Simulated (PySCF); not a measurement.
Bond stretch in Cl2, singlet. Each curve is given relative to its own lowest point near equilibrium.

```tsv
R / Å	A	B	C	D
1.49	436.5	445.2	440.1	411.9
1.58	279.9	288.3	283.5	261.3
1.69	155.3	163.3	158.8	142.2
1.79	84.6	92.2	88.1	75.7
1.88	44.2	51.3	47.7	38.6
1.91	34.4	41.3	37.9	29.8
1.98	17.0	23.4	20.5	14.6
2.04	7.1	13.0	10.6	6.5
2.11	0.0	5.3	3.5	1.5
2.19	6.9	0.8	0.0	0.0
2.29	15.4	0.0	0.4	2.7
2.45	22.2	5.0	7.9	13.4
2.69	26.2	17.5	25.4	35.1
2.95	27.6	28.9	43.9	—
3.27	28.1	35.3	59.2	—
3.57	27.9	—	64.8	—
3.93	27.6	—	61.5	—
4.32	27.6	—	48.9	—
4.91	27.8	—	20.6	—
5.39	27.8	—	-5.7	—
6.00	27.9	—	-39.9	—
6.93	27.9	—	-92.3	—
7.95	27.9	—	-150.4	—
```

Energies in mEh.

**Question.** Match the curves with the methods restricted LDA (SVWN5)/6-31G (PySCF 2.14.0); MP2 on RHF/6-31G, 10 core orbitals frozen (PySCF); CCSD on UHF/6-31G, 10 core orbitals frozen (PySCF); MP2 on UHF/6-31G, 10 core orbitals frozen (PySCF 2.14.0).

**Answer.** A is UMP2; B is UCCSD; C is RMP2; D is RKS-LDA (SVWN5).

Dashes: no converged value, or the column stops at the first point that the program doubted or that broke a chosen test of continuity, which isn't proof of a fault.

The unrestricted determinant behind UCCSD, UMP2 is spin-contaminated at 2.19 to 7.95 Å (<S²> up to 1.0, against 0.00 for a pure singlet). The restricted form behind RKS-LDA (SVWN5), RMP2 keeps the bonding electrons paired and can't separate into open-shell fragments.
